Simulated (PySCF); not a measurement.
## How well do the runs reproduce experiment for CFCl3?

**The experiment to reproduce.**

From NIST CCCBDB Release 22 (SRD 101), experimental dipoles, for the gas: dipole moment (microwave Stark effect, vibrational ground state) 0.46 ± 0.02 D.

How close the calculation comes is told at the end.

Species: CFCl3.
SMILES with atom numbers: `[F:1][C:2]([Cl:3])([Cl:4])[Cl:5]`

Structure used (GFN2-xTB), in Å, numbered top down from 1:
```xyz
5
CCl3F angstrom
F      0.0603   -0.1410    1.3961
C      0.0046   -0.0063    0.0667
Cl    -0.4579    1.6606   -0.3126
Cl     1.6028   -0.3706   -0.6039
Cl    -1.2011   -1.1397   -0.5634
```

The PySCF runs (gas phase, on this GFN2-xTB geometry; no spin–orbit coupling):

```json
{"level": "B97-2/pcSseg-1", "job": "shieldings", "basis functions": "106"}
{"level": "BHandHLYP/pcSseg-1", "job": "shieldings", "basis functions": "106"}
{"level": "CAM-B3LYP/pcSseg-1", "job": "shieldings", "basis functions": "106"}
{"level": "HCTH407/pcSseg-1", "job": "shieldings", "basis functions": "106"}
{"level": "HSE06/pcSseg-1", "job": "shieldings", "basis functions": "106"}
{"level": "LC-wPBE/pcSseg-1", "job": "shieldings", "basis functions": "106"}
{"level": "OLYP/pcSseg-1", "job": "shieldings", "basis functions": "106"}
{"level": "WP04/pcSseg-1", "job": "shieldings", "basis functions": "106"}
{"level": "mPW1PW91/pcSseg-1", "job": "shieldings", "basis functions": "106"}
{"level": "revPBE/pcSseg-1", "job": "shieldings", "basis functions": "106"}
{"level": "wB97X-D/pcSseg-1", "job": "shieldings", "basis functions": "106"}
{"level": "wB97X/pcSseg-1", "job": "shieldings", "basis functions": "106"}
```

**Comparison with experiment**

**Dipole moment.** Measured: 0.46 D (NIST CCCBDB Release 22 (SRD 101), experimental dipoles).

```tsv
level	computed (D)	computed − measured (D)	% (from the printed values)
B97-2/pcSseg-1	0.40	-0.06	-13
BHandHLYP/pcSseg-1	0.51	+0.05	+11
CAM-B3LYP/pcSseg-1	0.44	-0.02	-4
HCTH407/pcSseg-1	0.31	-0.15	-33
HSE06/pcSseg-1	0.42	-0.04	-9
LC-wPBE/pcSseg-1	0.40	-0.06	-13
OLYP/pcSseg-1	0.28	-0.18	-39
WP04/pcSseg-1	0.53	+0.07	+15
mPW1PW91/pcSseg-1	0.42	-0.04	-9
revPBE/pcSseg-1	0.29	-0.17	-37
wB97X-D/pcSseg-1	0.41	-0.05	-11
wB97X/pcSseg-1	0.40	-0.06	-13
```

Closest is CAM-B3LYP/pcSseg-1 (-0.02 D), furthest OLYP/pcSseg-1 (-0.18 D); one molecule doesn't rank methods. The computed dipoles belong to one fixed geometry; measured ones are averaged over vibrations unless marked μe. Magnitudes are compared, not signs.

No measured geometry was used, and the causes of the misses weren't examined.
